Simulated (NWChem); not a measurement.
Everything below was run with NWChem. System: Cl₂, charge 1, spin multiplicity 2, at the geometry of a parent with another charge or spin, in a state set for the comparison that need not be this species' ground state. Its SCF solution wasn't tested for a lower state. Level: UPBE/def2-SVP.

Job file:

```
start mol
memory heap 200 mb stack 800 mb global 1000 mb
charge 1
geometry units angstroms nocenter noautoz
  Cl     0.000000     0.000000     1.012768
  Cl     0.000000     0.000000    -1.012768
  symmetry group D2h
end
basis spherical
  * library def2-svp
end
dft
  xc xpbe96 cpbe96
  odft
  mult 2
  semidirect memsize 60000000 filesize 0
  iterations 100
end
task dft energy
```

Part of the output:

```
             Northwest Computational Chemistry Package (NWChem) 7.3.0
             --------------------------------------------------------

                                NWChem Input Module
                                -------------------

 Scaling coordinates for geometry "geometry" by  1.889725989
 (inverse scale =  0.529177249)

 Turning off AUTOSYM since
 SYMMETRY directive was detected!

                             Geometry "geometry" -> ""
                             -------------------------

 Output coordinates in angstroms (scale by  1.889725989 to convert to a.u.)

  No.       Tag          Charge          X              Y              Z
 ---- ---------------- ---------- -------------- -------------- --------------
    1 Cl                  17.0000     0.00000000     0.00000000     1.01276800
    2 Cl                  17.0000     0.00000000     0.00000000    -1.01276800

 Effective nuclear repulsion energy (a.u.)      75.5021016466

            Nuclear Dipole moment (a.u.)
            ----------------------------
        X                 Y               Z
 ---------------- ---------------- ----------------
     0.0000000000     0.0000000000     0.0000000000

      Symmetry information
      --------------------

 Group name             D2h
 Group number             26
 Group order               8
 No. of unique centers     1

      Symmetry unique atoms

     1


 Summary of "ao basis" -> "" (spherical)
 ------------------------------------------------------------------------------
       Tag                 Description            Shells   Functions and Types
 ---------------- ------------------------------  ------  ---------------------
 *                          def2-svp                  on all atoms

  pbe96 is a nonlocal functional; adding pw91lda local functional.

                                 NWChem DFT Module
                                 -----------------

 Summary of "ao basis" -> "ao basis" (spherical)
 ------------------------------------------------------------------------------
       Tag                 Description            Shells   Functions and Types
 ---------------- ------------------------------  ------  ---------------------
 Cl                         def2-svp                 8       18   4s3p1d

 Summary of "ao basis" -> "ao basis" (spherical)
 ------------------------------------------------------------------------------
       Tag                 Description            Shells   Functions and Types
 ---------------- ------------------------------  ------  ---------------------
 Cl                         def2-svp                 8       18   4s3p1d

      Symmetry analysis of basis
      --------------------------

        ag          9
        au          1
        b1g         1
        b1u         9
        b2g         4
        b2u         4
        b3g         4
        b3u         4

            General Information
            -------------------
          SCF calculation type: DFT
          Wavefunction type:  spin polarized.
          No. of atoms     :     2
          No. of electrons :    33
           Alpha electrons :    17
            Beta electrons :    16
          Charge           :     1
          Spin multiplicity:     2
          Use of symmetry is: on ; symmetry adaption is: on
          Maximum number of iterations: 100
          AO basis - number of functions:    36
                     number of shells:    16
          Convergence on energy requested:  1.00D-06
          Convergence on density requested:  1.00D-05
          Convergence on gradient requested:  5.00D-04

              XC Information
              --------------
          PerdewBurkeErnzerhof Exchange Functional  1.000
            Perdew 1991 LDA Correlation Functional  1.000 local
           PerdewBurkeErnz. Correlation Functional  1.000 non-local

             Grid Information
             ----------------
          Grid used for XC integration:  medium
          Radial quadrature: Mura-Knowles
          Angular quadrature: Lebedev.
          Tag              B.-S. Rad. Rad. Pts. Rad. Cut. Ang. Pts.
          ---              ---------- --------- --------- ---------
          Cl                  1.00       88           7.0       590
          Grid pruning is: on
          Number of quadrature shells:    88
          Spatial weights used:  Erf1

          Convergence Information
          -----------------------
          Convergence aids based upon iterative change in
          total energy or number of iterations.
          Levelshifting, if invoked, occurs when the
          HOMO/LUMO gap drops below (HL_TOL):  1.00D-02
          DIIS, if invoked, will attempt to extrapolate
          using up to (NFOCK): 10 stored Fock matrices.

                    Damping( 0%)  Levelshifting(0.5)       DIIS
                  --------------- ------------------- ---------------
          dE  on:    start            ASAP                start
          dE off:    2 iters        100 iters           100 iters

      Screening Tolerance Information
      -------------------------------
          Density screening/tol_rho:  1.00D-10
          AO Gaussian exp screening on grid/accAOfunc:  14
          CD Gaussian exp screening on grid/accCDfunc:  20
          XC Gaussian exp screening on grid/accXCfunc:  20
          Schwarz screening/accCoul:  1.00D-08

      Superposition of Atomic Density Guess
      -------------------------------------

 Sum of atomic energies:        -918.64703840

 Renormalizing density from      34.00 to     33

      Non-variational initial energy
      ------------------------------
[...]
 Numeric. integr. density =       33.000000034158

     Total iterative time =      0.3s

                  Occupations of the irreducible representations
                  ----------------------------------------------

                     irrep           alpha         beta
                     --------     --------     --------
                     ag                5.0          5.0
                     au                0.0          0.0
                     b1g               0.0          0.0
                     b1u               4.0          4.0
                     b2g               2.0          2.0
                     b2u               2.0          2.0
                     b3g               2.0          1.0
                     b3u               2.0          2.0

                    DFT Final Alpha Molecular Orbital Analysis
                    ------------------------------------------

 Vector   15  Occ=1.000000D+00  E=-6.659795D-01  Symmetry=b3u
              MO Center= -9.0D-17, -2.3D-16,  1.6D-14, r^2= 1.9D+00
   Bfn.  Coefficient  Atom+Function         Bfn.  Coefficient  Atom+Function
  ----- ------------  ---------------      ----- ------------  ---------------
    11      0.408580  1 Cl px                29      0.408580  2 Cl px
     8      0.357964  1 Cl px                26      0.357964  2 Cl px
     5      0.201923  1 Cl px                23      0.201923  2 Cl px
    17      0.043083  1 Cl d  1              35     -0.043083  2 Cl d  1

 Vector   16  Occ=1.000000D+00  E=-6.074638D-01  Symmetry=b3g
              MO Center=  2.8D-30,  2.5D-16,  8.2D-15, r^2= 2.1D+00
   Bfn.  Coefficient  Atom+Function         Bfn.  Coefficient  Atom+Function
  ----- ------------  ---------------      ----- ------------  ---------------
    12      0.459320  1 Cl py                30     -0.459320  2 Cl py
     9      0.405649  1 Cl py                27     -0.405649  2 Cl py
     6      0.221797  1 Cl py                24     -0.221797  2 Cl py

 Vector   17  Occ=1.000000D+00  E=-5.750353D-01  Symmetry=b2g
              MO Center=  8.4D-14, -8.1D-30, -1.6D-14, r^2= 2.2D+00
   Bfn.  Coefficient  Atom+Function         Bfn.  Coefficient  Atom+Function
  ----- ------------  ---------------      ----- ------------  ---------------
    11      0.464968  1 Cl px                29     -0.464968  2 Cl px
     8      0.400199  1 Cl px                26     -0.400199  2 Cl px
     5      0.219859  1 Cl px                23     -0.219859  2 Cl px

 Vector   18  Occ=0.000000D+00  E=-4.781673D-01  Symmetry=b1u
              MO Center=  8.1D-31,  1.3D-16,  1.9D-16, r^2= 2.3D+00
   Bfn.  Coefficient  Atom+Function         Bfn.  Coefficient  Atom+Function
  ----- ------------  ---------------      ----- ------------  ---------------
    13      0.617184  1 Cl pz                31      0.617184  2 Cl pz
    10      0.427889  1 Cl pz                28      0.427889  2 Cl pz
     7      0.229608  1 Cl pz                25      0.229608  2 Cl pz
     4     -0.185239  1 Cl s                 22      0.185239  2 Cl s
     3     -0.179376  1 Cl s                 21      0.179376  2 Cl s

 Vector   19  Occ=0.000000D+00  E= 7.657327D-02  Symmetry=ag
              MO Center=  3.7D-17,  9.9D-17, -3.2D-14, r^2= 2.6D+00
   Bfn.  Coefficient  Atom+Function         Bfn.  Coefficient  Atom+Function
  ----- ------------  ---------------      ----- ------------  ---------------
     3      1.246787  1 Cl s                 21      1.246787  2 Cl s
     4     -1.087345  1 Cl s                 22     -1.087345  2 Cl s
    16      0.337708  1 Cl d  0              34      0.337708  2 Cl d  0
     2     -0.331713  1 Cl s                 20     -0.331713  2 Cl s
     1      0.044430  1 Cl s                 19      0.044430  2 Cl s

 Vector   20  Occ=0.000000D+00  E= 1.846495D-01  Symmetry=ag
              MO Center= -1.1D-16, -9.0D-15,  1.7D-13, r^2= 2.7D+00
   Bfn.  Coefficient  Atom+Function         Bfn.  Coefficient  Atom+Function
  ----- ------------  ---------------      ----- ------------  ---------------
     3      0.763053  1 Cl s                 21      0.763053  2 Cl s
     4     -0.642040  1 Cl s                 22     -0.642040  2 Cl s
    16     -0.546040  1 Cl d  0              34     -0.546040  2 Cl d  0
    13     -0.268529  1 Cl pz                31      0.268529  2 Cl pz
     2     -0.226025  1 Cl s                 20     -0.226025  2 Cl s

                     DFT Final Beta Molecular Orbital Analysis
                     -----------------------------------------

 Vector   14  Occ=1.000000D+00  E=-6.603792D-01  Symmetry=b2u
              MO Center= -1.4D-16, -1.1D-16,  1.9D-14, r^2= 1.9D+00
   Bfn.  Coefficient  Atom+Function         Bfn.  Coefficient  Atom+Function
  ----- ------------  ---------------      ----- ------------  ---------------
    12      0.411866  1 Cl py                30      0.411866  2 Cl py
     9      0.353249  1 Cl py                27      0.353249  2 Cl py
     6      0.200401  1 Cl py                24      0.200401  2 Cl py
    15     -0.046157  1 Cl d -1              33      0.046157  2 Cl d -1

 Vector   15  Occ=1.000000D+00  E=-6.585722D-01  Symmetry=b3u
              MO Center= -1.2D-16,  1.1D-16,  9.9D-15, r^2= 1.9D+00
   Bfn.  Coefficient  Atom+Function         Bfn.  Coefficient  Atom+Function
  ----- ------------  ---------------      ----- ------------  ---------------
    11      0.410274  1 Cl px                29      0.410274  2 Cl px
     8      0.355636  1 Cl px                26      0.355636  2 Cl px
     5      0.201132  1 Cl px                23      0.201132  2 Cl px
    17      0.044104  1 Cl d  1              35     -0.044104  2 Cl d  1

 Vector   16  Occ=1.000000D+00  E=-5.663051D-01  Symmetry=b2g
              MO Center= -8.6D-15, -1.6D-16, -9.9D-15, r^2= 2.2D+00
   Bfn.  Coefficient  Atom+Function         Bfn.  Coefficient  Atom+Function
  ----- ------------  ---------------      ----- ------------  ---------------
    11      0.466438  1 Cl px                29     -0.466438  2 Cl px
     8      0.398772  1 Cl px                26     -0.398772  2 Cl px
     5      0.219385  1 Cl px                23     -0.219385  2 Cl px

 Vector   17  Occ=0.000000D+00  E=-5.660250D-01  Symmetry=b3g
              MO Center= -1.7D-16, -7.0D-15, -1.9D-14, r^2= 2.2D+00
   Bfn.  Coefficient  Atom+Function         Bfn.  Coefficient  Atom+Function
  ----- ------------  ---------------      ----- ------------  ---------------
    12      0.467276  1 Cl py                30     -0.467276  2 Cl py
     9      0.398094  1 Cl py                27     -0.398094  2 Cl py
     6      0.219251  1 Cl py                24     -0.219251  2 Cl py

 Vector   18  Occ=0.000000D+00  E=-4.676503D-01  Symmetry=b1u
              MO Center=  8.4D-15,  6.9D-15,  1.1D-16, r^2= 2.3D+00
   Bfn.  Coefficient  Atom+Function         Bfn.  Coefficient  Atom+Function
  ----- ------------  ---------------      ----- ------------  ---------------
    13      0.618539  1 Cl pz                31      0.618539  2 Cl pz
    10      0.427122  1 Cl pz                28      0.427122  2 Cl pz
     7      0.229303  1 Cl pz                25      0.229303  2 Cl pz
     4     -0.187715  1 Cl s                 22      0.187715  2 Cl s
     3     -0.183299  1 Cl s                 21      0.183299  2 Cl s

 Vector   19  Occ=0.000000D+00  E= 8.499341D-02  Symmetry=ag
              MO Center=  1.5D-16, -9.7D-17, -3.5D-14, r^2= 2.6D+00
   Bfn.  Coefficient  Atom+Function         Bfn.  Coefficient  Atom+Function
  ----- ------------  ---------------      ----- ------------  ---------------
     3      1.247351  1 Cl s                 21      1.247351  2 Cl s
     4     -1.089189  1 Cl s                 22     -1.089189  2 Cl s
    16      0.336575  1 Cl d  0              34      0.336575  2 Cl d  0
     2     -0.331295  1 Cl s                 20     -0.331295  2 Cl s
     1      0.044348  1 Cl s                 19      0.044348  2 Cl s

   alpha - beta orbital overlaps
   -----------------------------

   alpha      1      2      3      4      5      6      7      8      9     10
    beta      1      2      3      4      5      6      7      8      9     10
 overlap   1.000  1.000  1.000  1.000  1.000  1.000  1.000  1.000  1.000  1.000

   alpha     11     12     13     14     15     16     17     18     19     20
    beta     11     12     13     14     15     17     16     18     19     20
 overlap   1.000  1.000  1.000  1.000  1.000  1.000  1.000  1.000  1.000  0.994

   alpha     21     22     23     24     25     26     27     28     29     30
    beta     22     21     23     24     25     27     26     28     29     30
 overlap   1.000  1.000  1.000  1.000  0.994  0.990  1.000  1.000  1.000  0.991

   alpha     31     32     33     34     35     36
    beta     31     32     33     34     35     36
 overlap   1.000  1.000  1.000  1.000  1.000  1.000

     --------------------------
     Expectation value of S2:
     --------------------------
      <S2> =      0.7509 (Exact =     0.7500)

 center of mass
 --------------
 x =   0.00000000 y =   0.00000000 z =   0.00000000

 moments of inertia (a.u.)
 ------------------
         256.170407256312           0.000000000000           0.000000000000
           0.000000000000         256.170407256312           0.000000000000
           0.000000000000           0.000000000000           0.000000000000

     Multipole analysis of the density
     ---------------------------------

     L   x y z        total         alpha         beta         nuclear
     -   - - -        -----         -----         ----         -------
     0   0 0 0      1.000000    -17.000000    -16.000000     34.000000

     1   1 0 0     -0.000000     -0.000000     -0.000000      0.000000
     1   0 1 0     -0.000000     -0.000000      0.000000      0.000000
     1   0 0 1      0.000000      0.000000     -0.000000      0.000000

     2   2 0 0    -16.965065     -8.798573     -8.166492      0.000000
     2   1 1 0     -0.000000     -0.000000     -0.000000      0.000000
     2   1 0 1      0.000000      0.000000      0.000000      0.000000
     2   0 2 0    -15.612378     -8.849848     -6.762530      0.000000
     2   0 1 1      0.000000      0.000000      0.000000      0.000000
     2   0 0 2     -9.831742    -69.588427    -64.779779    124.536464

 Task  times  cpu:        0.4s     wall:        0.4s

 Total times  cpu:        0.4s     wall:        0.4s
```
